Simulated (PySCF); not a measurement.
Compound: formaldoxime, CH₃NO.
Atom-mapped SMILES: `[CH2:1]=[N:2][OH:3]` (hydrogens: H4, H5 on C1; H6 on O3)

Structure used (PBE0-D3(BJ)/def2-SVP), in Å, numbered top down from 1:
```
atom  x, y, z in Å
C1     0.7262    0.2889   -0.2683
N2    -0.5203    0.0614   -0.1972
O3    -0.8838   -0.5140    0.9839
H4     1.0937    0.7503   -1.1880
H5     1.4205    0.0403    0.5471
H6    -1.8363   -0.6270    0.8955
```

The closed-shell ground state was solved at several levels (PySCF, density fitting, gas phase, non-relativistic).

```json
{"level": "PBE/pcJ-1", "basis functions": "111", "HOMO (eV)": "-6.29", "LUMO (eV)": "-1.18", "gap (eV)": "5.11", "dipole (D)": "0.15"}
{"level": "B97-2/pcJ-1", "basis functions": "111", "HOMO (eV)": "-7.43", "LUMO (eV)": "-0.19", "gap (eV)": "7.24", "dipole (D)": "0.08"}
{"level": "CAM-B3LYP/pcJ-1", "basis functions": "111", "HOMO (eV)": "-9.10", "LUMO (eV)": "1.11", "gap (eV)": "10.21", "dipole (D)": "0.12"}
{"level": "B3LYP/pcJ-0", "basis functions": "48", "HOMO (eV)": "-7.27", "LUMO (eV)": "-0.24", "gap (eV)": "7.03", "dipole (D)": "0.21"}
{"level": "B3LYP/cc-pVTZ", "basis functions": "132", "HOMO (eV)": "-7.45", "LUMO (eV)": "-0.40", "gap (eV)": "7.05", "dipole (D)": "0.10"}
{"level": "B3LYP/aug-cc-pVTZ-J", "basis functions": "198", "HOMO (eV)": "-7.61", "LUMO (eV)": "-0.72", "gap (eV)": "6.89", "dipole (D)": "0.22"}
{"level": "KT2/pcJ-1", "basis functions": "111", "HOMO (eV)": "-6.33", "LUMO (eV)": "-1.11", "gap (eV)": "5.22", "dipole (D)": "0.07"}
{"level": "BHandHLYP/def2-SVPD", "basis functions": "87", "HOMO (eV)": "-9.13", "LUMO (eV)": "0.80", "gap (eV)": "9.93", "dipole (D)": "0.34"}
{"level": "B3LYP/def2-SVPD", "basis functions": "87", "HOMO (eV)": "-7.64", "LUMO (eV)": "-0.62", "gap (eV)": "7.02", "dipole (D)": "0.21"}
{"level": "LC-wPBE/def2-SVPD", "basis functions": "87", "HOMO (eV)": "-10.66", "LUMO (eV)": "2.10", "gap (eV)": "12.76", "dipole (D)": "0.30"}
```

(1) What might KT2/pcSseg-2 (150 basis functions) give for the same quantities?

(2) Over all these levels, which gives the widest orbital gap and which the narrowest?

(3) How much does the basis alone move the frontier levels among the 4 B3LYP rows?

(4) How far do the dipole and the HOMO energy spread over the levels?

Results:

(1) HOMO -6.48 eV, LUMO -1.32 eV, gap 5.16 eV, dipole 0.13 D.

(2) LC-wPBE/def2-SVPD (range-separated hybrid) has the widest, 12.76 eV, and PBE/pcJ-1 (GGA) the narrowest, 5.11 eV. Functional and basis both differ between the two, so the spread mixes both effects.

(3) The HOMO by 0.37 eV and the LUMO by 0.48 eV. By rising basis size (HOMO, LUMO in eV): pcJ-0 -7.27, -0.24; def2-SVPD -7.64, -0.62; cc-pVTZ -7.45, -0.40; aug-cc-pVTZ-J -7.61, -0.72.

(4) The dipole runs from 0.07 to 0.34 D (mean 0.17 D) and the HOMO from -10.66 to -6.29 eV.

One conformer stands for the species.
